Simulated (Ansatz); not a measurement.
B₂H₆⁺. Total charge 1; doublet. Geometry PBE-D4/def2-TZVP, that of the neutral singlet; atoms count from 1.

```xyz
8

B    -0.242   -0.841    0.076
H     0.040   -1.609   -0.797
H    -0.847   -1.187    1.050
H     0.851   -0.204    0.455
B     0.242    0.841   -0.076
H    -0.040    1.609    0.797
H     0.847    1.187   -1.050
H    -0.851    0.204   -0.455
```

Problem. Estimate the Mulliken populations from the PBE0/def2-TZVP orbitals of Ansatz.

Solution. 
```csv
atom,charge (e),spin (α − β)
B1,-0.19,0.15
H2,0.22,0.17
H3,0.22,0.17
H4,0.25,0.00
B5,-0.19,0.15
H6,0.22,0.17
H7,0.22,0.17
H8,0.25,0.00
```
Mulliken values and Mayer orders depend strongly on the basis.

Problem. Where does the spin sit?

Solution. Summed by element: B 0.30, H 0.70, of 1 unpaired in all. Largest on single atoms: H6 0.17, H3 0.17, H7 0.17.

Problem. And the Mayer bond orders between bonded heavy atoms (over 0.3)?

Solution. B1–B5 0.93 (1.76 Å).
